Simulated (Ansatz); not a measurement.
This geometry of BH3O + ClH (7 atoms, charge 0, multiplicity 1) is a first-order saddle point.

Computed with UKS B3LYP-D4/STO-3G (Ansatz 0.2.0).

```xyz
7
Properties=species:S:1:pos:R:3
B 0.437 -0.509 0.399
O 0.143 -0.144 -0.959
H 1.427 -0.067 0.841
H -0.171 -1.374 0.911
H -0.354 1.043 -0.559
Cl -0.822 1.730 0.648
H -0.660 -0.679 -1.281
```

Question: Which two structures does it join? (They come from a converged band through this point; their orientation in space is the band's.)

Answer: Bonds broken: H5–Cl6. Bonds formed: B1–Cl6, O2–H5. BH3O + ClH becomes BClH4O.

First end point:

```xyz
7
Properties=species:S:1:pos:R:3
B 0.578 -0.870 0.429
O -0.256 -0.114 -0.342
H 1.148 -0.300 1.280
H 0.687 -2.020 0.217
H -0.549 1.280 -0.272
Cl -0.870 2.648 -0.240
H -0.739 -0.624 -1.072
```

Last end point:

```xyz
7
Properties=species:S:1:pos:R:3
B 0.227 -0.212 0.621
O 0.122 -0.172 -0.989
H 1.343 0.074 0.842
H -0.131 -1.293 0.904
H 0.284 0.792 -1.279
Cl -0.987 1.121 1.135
H -0.859 -0.310 -1.234
```

Question: How far does it lie above each of them?

Answer: 14.2 kcal/mol above the first and 24.5 kcal/mol above the second. This is the barrier of this one path; another mechanism may lie lower. The orbitals stay closed-shell, which can raise the energy where a bond breaks towards radicals; this wasn't checked here. Limits of this set-up: minimal basis.

The run took 60 s on 1 thread of Intel(R) Xeon(R) Platinum 8488C (Sapphire Rapids) (shared host), peak memory 0.12 GiB.
